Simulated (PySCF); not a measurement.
**Assignment exercise: C₄H₅N**

Bonds (- single, = double, # triple, : aromatic): C1=C2 1.339 Å, C2-C3 1.440 Å, C3=N4 1.258 Å, N4-C5 1.514 Å, C5-C3 1.446 Å. C1 carries H6, H7; C2 carries H8; C5 carries H9, H10. H6 is cis to C3; H7 is trans to C3.

PySCF calculation with couplings computed with B3LYP/pcJ-1 (spin–dipole term only in couplings to heteroatoms), geometry: PBE0-D3(BJ)/def2-SVP and shielding tensors at HF/pcSseg-2 (GIAO); no relativistic terms, in vacuum, one computed conformer, averaged over atoms made equivalent by symmetry, fast rotation or ring inversion.

References, each an isolated molecule treated in the same way: ¹³C, ¹H against TMS.

Question: Assign these signals to the numbered atoms. ¹³C{¹H} NMR (computed): δ 183.1, 144.4, 131.9, 17.4.

Answer: 
```tsv
δ (ppm)	atoms	environment	reason
183.1	C3	C=N carbon	–
144.4	C1	terminal =CH2 carbon	an sp2 carbon of a C=C bond
131.9	C2	alkene CH	as expected for a trigonal carbon in a double bond
17.4	C5	three-membered-ring carbon	–
```

Question: Assign these signals to the numbered atoms. ¹H NMR (400 MHz, computed): δ 7.22 (dd, J = 18.8, 11.5 Hz, 1H), 6.55 (dd, J = 11.5, 1.9 Hz, 1H), 6.40 (dd, J = 18.8, 1.9 Hz, 1H), 1.62 (s, 2H).

Answer: 
| δ (ppm) | atoms | environment | reason |
| --- | --- | --- | --- |
| 7.22 | H8 | hydrogen on an alkene CH | olefinic region |
| 6.55 | H7 | hydrogen on a terminal =CH2 carbon | attached to an sp2 carbon and in the plane of the double bond |
| 6.40 | H6 | hydrogen on a terminal =CH2 carbon | – |
| 1.62 | H9/H10 | hydrogen on a three-membered-ring carbon | – |

Splittings below 1 Hz are ignored in the labels, and close J values are merged. Unscaled 3J(H,H) at this level run about 10 % above measured values. Shifts are as computed, not scaled to solution data. Of 1211 compounds with measured shifts, 218 miss one by over three times the rms of a fit or turn the order of signals round; such compounds aren't used in these exercises.
